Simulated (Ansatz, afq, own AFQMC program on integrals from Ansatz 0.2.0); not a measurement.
AFQMC on a folder of integrals that Ansatz 0.2.0 wrote.

```yaml
crystal:
  periodic: [false, false, false]
  atoms:
    - {symbol: Al, position_ang: [0.000000, 0.000000, 0.187600]}
    - {symbol: P, position_ang: [0.000000, 0.000000, -1.956600]}
    - {symbol: H, position_ang: [0.000000, 0.000000, 1.769000]}
basis:
  gaussian: {orbitals: 6-31G}
magnetization: {spin_polarized: false, initial_magnetization: 1}
correlation: {method: ccsd_t, electrons: outside_noble_gas, hamiltonian_folder: ham}
```

```sh
$ ansatz run in.yaml --threads 1 --pin off --events-out ev --progress --plain --max-ram 24576MiB --backend cuda --devices 0, --max-vram 18GiB
```

Options of the walk:

```
--method phaseless --trial cisd --walkers 4000 --populations 20 --least-time 60 --time-step 0.005 --steps-per-block 50 --equilibration-blocks 28 --max-blocks 4000 --target-error 0.00018 --factor-cut 1e-05 --start spin_pure --seed 3456 --release-times 0.24,0.51,0.99,1.62,2.4 --release-step 0.03 --release-every 3 --taylor-order 6
```

Times are imaginary, in 1/Eh. The walk had a cap of 122 s. With eight or more populations the least sampling time is a fifth of least-time, and the error comes from their spread.

afq prints:

```
orbitals 18  electrons 5 4  factors 103 of 310
reference energy -583.10729376 Eh
CCSD correlation -0.09709440 Eh in 13 cycles, weight of the determinant in the CISD state 0.8862
energy of the start -583.204392 Eh
 block  time / (1/Eh)  mean weight  energy / Eh
     1     0.250  0.9999  -583.203739
     2     0.500  0.9999  -583.203888
     3     0.750  1.0000  -583.204291
     4     1.000  0.9999  -583.204908
     5     1.250  0.9999  -583.205412
    10     2.500  0.9999  -583.207709
    19     4.750  0.9996  -583.208913
    29     7.250  1.0000  -583.209133
    39     9.750  1.0000  -583.209506
    49    12.250  1.0000  -583.209479
    51    12.750  0.9997  -583.210103
    59    14.750  1.0002  -583.208847
    69    17.250  1.0002  -583.209370
    79    19.750  1.0000  -583.208713
    89    22.250  1.0001  -583.209551
    95    23.750  0.9999  -583.208422
    97    24.250  1.0000  -583.208717
error from the spread of 20 populations
released: time / (1/Eh)  energy / Eh  error  mean overlap
  0.24  -583.209201  0.000167  1.0003
  0.51  -583.209255  0.000139  1.0007
  0.99  -583.209157  0.000119  1.0019
  1.62  -583.209349  0.000118  1.0027
  2.40  -583.209272  0.000078  1.0034
energy -583.209032 +/- 0.000173 Eh
(rows thinned)
```

The run passed its tests (sampling time, drift between the halves within three errors, error under three times the target), which doesn't prove that it has relaxed.

Against this walk (error 4.7 meV) on the same determinant: CCSD(T) 24.3 meV higher, CCSDT(Q) 9.3 meV lower (within the noise), CCSDTQ 11.2 meV lower, full CI 11.0 meV lower. The error is statistical and leaves out the bias of the constraint. Released to 2.40 1/Eh the energy moves by -7 ± 5 meV (both errors), within twice the noise.

Cautions: constraint bias not in the error.

The walk took 23 s on 1 × NVIDIA H100 80GB HBM3 with 2 threads of AMD EPYC 7R13 Processor (Zen 3), with other jobs on the host (the card was shared). The log's last line is the phaseless energy.

CCSDT and higher add their correlation energy to the determinant of the CCSD(T) run, since their own runs factorise the integrals more tightly (a shift of under 2 meV). A walk keeps the symmetry of its determinant, which the program's search chose and which needn't be the lowest solution, so a lower state of the same spin and another symmetry isn't excluded.
